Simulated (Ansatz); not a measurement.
`O[Si]S` + H–F → `F[Si]S` + H₂O at 500 K and 1 bar (ligand exchange at the Si–O bond).

Isolated molecules relaxed with PBE0-D4/def2-TZVP in Ansatz; ΔE leaves out vibrations. CCSD(T)/CBS is extrapolated from def2-TZVPP and def2-QZVPP, frozen cores. Each species was taken in one conformer, which may not be the lowest.

```
 species  CCSD(T)/CBS energy (Eh)  H − E (kJ/mol)  S (J/(mol·K))
`O[Si]S`               -763.26573            91.2          327.9
     H–F               -100.39431            39.4          188.7
`F[Si]S`               -787.29682            57.7          315.6
     H₂O                -76.37685            73.2          206.3
```

H − E and S are ideal-gas, rigid-rotor, harmonic terms from PBE0-D4/def2-TZVP, for one conformer and one mirror image of each species. 1 Eh = 2625.50 kJ/mol, R = 8.31446 J/(mol·K).

Q: By hand: ΔE, ΔH, ΔS and ΔG.

A: ΔE = (-787.29682) + (-76.37685) − (-763.26573) − (-100.39431) = -0.01363 Eh = -35.8 kJ/mol. Δ(H − E) = 57.7 + 73.2 − 91.2 − 39.4 = 0.3, so ΔH = -35.5 kJ/mol. ΔS = 315.6 + 206.3 − 327.9 − 188.7 = 5.3 J/(mol·K). ΔG = -35.5 − 500 × (5.3)/1000 = -38.1 kJ/mol.

Q: By hand: the equilibrium constant, and the temperature at which ΔG would vanish if ΔH and ΔS stayed fixed.

A: log₁₀ K = −ΔG/(RT ln 10) = 4.0. ΔH and −TΔS have one sign here, so there is no such temperature. One of them is within its doubt of zero, so this could turn.

The number of gas molecules stays the same, so ΔS is small and ΔH decides. A doubt of 5 kJ/mol in ΔE shifts log₁₀ K by 0.5 here. Other conformers and mirror images would add mixing entropy, several J/(mol·K) or more a flexible species. These are equilibria of isolated gas molecules and say nothing of rates. Largest T1 diagnostic: 0.015 (customary marks: 0.02 for closed shells, 0.045 for open ones).
